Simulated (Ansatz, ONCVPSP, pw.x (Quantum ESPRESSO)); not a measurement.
**Cu: one change to the ONCV potential, in the atom and in the bcc crystal**

copper (Cu), optimised norm-conserving Vanderbilt (ONCV), made with ONCVPSP 4.0.1.1 (patched build) (PBEsol, scalar-relativistic). Core [Ar], reference 3d10 4s0.5 4p0.5. Waves: 4s: rc 2.40 bohr, ncon 4, nbas 8, qcut 3.1 1/bohr, 2 projectors, debl 2.2 Ha; 4p: rc 3.50 bohr, ncon 4, nbas 7, qcut 2.4 1/bohr, 2 projectors, debl 2.1 Ha; 3d: rc 1.50 bohr, ncon 3, nbas 7, qcut 11.6 1/bohr, 2 projectors, debl 1.3 Ha. Local part: polynomial inside 1.20 bohr (lpopt 5, dvloc0 -1 Ha). Core correction: polynomial model core, fcfact 0.35.

Change: all radii but the core radius scaled by about 0.91 (s 2.18, p 3.18, d 1.36 bohr); local potential polynomial inside 1.08 bohr (lpopt 5, dvloc0 -1 Ha).

Cutoffs, loose and tight: the cutoffs (Ha) at which the residual kinetic energy of the hardest occupied pseudo-wave falls to 1 and 0.1 mHa per electron. They do not see the model core or the augmentation charge, which bear on the density cutoff. Test errors are all-electron minus pseudo excitation energies from the reference, over the configurations 3d10 4s1 4p0; 3d10 4s0 4p0; 3d9 4s0 4p0; 3d9 4s1 4p0; variants that change the core or the reference have their own tests.

Crystal test: bcc Cu in pw.x 7.5, no spin, 16³ k-points, Fermi–Dirac smearing 0.01 Ry, cutoffs set for each file from its atomic test. The reference is all-electron LAPW (Ansatz 0.2.0) with the same functional, mesh and smearing; V0 and B0 come from Birch–Murnaghan fits to the pressures at five volumes. Errors are pseudo minus all-electron; Δ is the rms difference of the E(V) curves that follow from these fits, minima aligned, over ±6 % about the mean V0. Mesh and smearing are coarse, so the numbers serve the comparison and aren't converged zero-temperature values; the lattice is a test structure that the element need not adopt.

All-electron: a0 = 2.833 Å (V0 = 11.36 Å³/atom), B0 = 165.5 GPa.

Problem. Does the change bring the crystal closer to the all-electron result?

Solution. The mean pressure error goes from -9.68 to -24.71 GPa, so the change moves the solid further from the all-electron pressures.

```tsv
quantity	base	changed
outcome (atom)	generated	generated
cutoff, loose (atom)	50 Ha	53 Ha
cutoff, tight (atom)	56 Ha	59 Ha
bound ghosts (atom)	none	s
largest test error (meV) (atom)	-26 over the solved tests; 1 of 4 tests not solved or not reliable	-48 over the solved tests; 2 of 4 tests not solved or not reliable
cutoffs in pw.x (Ry)	130/520	140/560
a0 (Å)	2.813	–
a0 error (%)	-0.68	–
B0 error (%)	+185.7	–
Δ (meV/atom)	23.6	–
mean pressure error (GPa)	-9.68	-24.71
```

A dash: not determined, or the minimum lies outside the volumes sampled.

Base: The largest radius (3.50 bohr) exceeds half the bond length (2.32 bohr), so the spheres overlap, which is one possible source of error among others. This is a poor potential for the solid. The generator flags a localised state at positive energy (s at 23 eV). Atomic configuration tests: 1 of 4 tests not solved or not reliable. Changed file: The largest radius (3.18 bohr) exceeds half the bond length (2.32 bohr), so the spheres overlap, which is one possible source of error among others. This is a poor potential for the solid. Note: ghosts flagged at negative energy: s at -7.0 eV; GHOST(+) flagged for p at 75.0 eV. A true bound ghost makes a file unfit for plane-wave use. Atomic configuration tests: 2 of 4 tests not solved or not reliable.
